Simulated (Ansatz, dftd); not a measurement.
Reaction: Si2H4F2 (difluoro(silyl)silane, SMILES F[SiH](F)[SiH3]) → SiH3 (SMILES [SiH3], doublet) + SiHF2 (SMILES F[SiH]F, doublet) (the Si-Si bond breaks)
Each species at its own B3LYP-D3(BJ)/def2-TZVP minimum (Ansatz, a program for electronic structure).

Wanted: bond dissociation energy (electronic), in kJ/mol. Open shells are spin-unrestricted; no spin-orbit coupling. Cores are frozen in correlated methods. Rows without X2C or -DK are non-relativistic. CBS(X,Y): correlation extrapolated as X^-3, Hartree-Fock from the larger set. A bracket is a step between two methods taken in the basis named. The functionals are non-relativistic, so their misses hold any scalar relativity. Double hybrids freeze cores in their MP2 part. 'core' is core correlation in cc-pwCVTZ (1s frozen past Ne), 'X2C' scalar relativity in cc-pVTZ-DK, both at CCSD(T).

| level | program | bond dissociation energy (kJ/mol) | difference against the last row |
|---|---|---|---|
| HF/cc-pV(D+d)Z | Ansatz | 255.6 | -87.4 |
| HF/cc-pV(T+d)Z | Ansatz | 249.6 | -93.4 |
| PBE/def2-TZVPD | Ansatz | 314.5 | -28.5 |
| r2SCAN/def2-TZVPD | Ansatz | 310.9 | -32.1 |
| B3LYP-D3(BJ)/def2-TZVPD | Ansatz + dftd3 | 323.3 | -19.7 |
| PBE0-D3(BJ)/def2-TZVPD | Ansatz + dftd3 | 326.1 | -16.9 |
| r2SCANh/def2-TZVPD | Ansatz | 311.5 | -31.5 |
| CAM-B3LYP-D3(BJ)/def2-TZVPD | Ansatz + dftd3 | 326.1 | -16.9 |
| B2GP-PLYP/def2-TZVPD | Ansatz | 324.0 | -19.0 |
| MP2/cc-pV(Q+d)Z | Ansatz | 334.2 | -8.8 |
| CCSD/cc-pV(Q+d)Z | Ansatz | 331.6 | -11.4 |
| CCSDT(Q)/cc-pV(D+d)Z | Ansatz | 320.2 | -22.8 |
| CCSD(T)/CBS(cc-pV(T+d)Z,cc-pV(Q+d)Z) + [CCSDT(Q) - CCSD(T)]/cc-pV(D+d)Z + core + X2C | Ansatz | 343.0 | 0.0 |
